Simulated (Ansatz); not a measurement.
Base system: MgTe in the zinc blende structure (space group F-43m, No. 216).

```yaml
crystal:
  lattice:
    - [0.00000, 3.18405, 3.18405]
    - [3.18405, 0.00000, 3.18405]
    - [3.18405, 3.18405, 0.00000]
  atoms:
    - { symbol: Mg, position: [0.00000, 0.00000, 0.00000] }
    - { symbol: Te, position: [0.25000, 0.25000, 0.25000] }
```

Level of theory: LDA (Ansatz, a quantum-chemistry and plane-wave program), spin-orbit coupling left out.

| level | band gap | lattice parameter a |
|---|---|---|
| LDA | 2.38 eV | 6.368 Å |

Measured: band gap 3.67 eV (0 K or low temperature; as listed in arXiv:1206.3780); lattice parameter a 6.42 Å (room temperature; as listed in M J Lucero, T M Henderson, G E Scuseria, Journal of Physics Condensed Matter (2012)).

Computed minus measured — band gap: LDA -1.29 eV; lattice parameter a: LDA -0.8 %. Measured values not marked as corrected hold thermal and zero-point effects that the static-lattice runs lack. A measured gap can be an optical one, lowered by exciton binding. Levels without spin-orbit coupling miss its lowering of the gap, often about a third of the valence-band splitting.

With Te present, leaving out spin-orbit coupling can change the band edges. Whether these cells are dynamically stable was not tested.
